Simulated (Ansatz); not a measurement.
`CC(O)F`, charge 0, multiplicity 1.

Give a relaxed structure at PBE0-D4/def2-TZVP (Ansatz 0.2.0). (An estimate is asked.)

Computed: 
```xyz
9

C     0.672   -0.430    0.646
C    -0.391    0.306   -0.114
O    -0.186    0.131   -1.464
F    -1.637   -0.207    0.233
H     0.664   -1.480    0.352
H     1.651   -0.005    0.422
H     0.485   -0.354    1.717
H    -0.437    1.370    0.154
H    -0.820    0.669   -1.947
```
This is one stationary point; other conformers may exist.
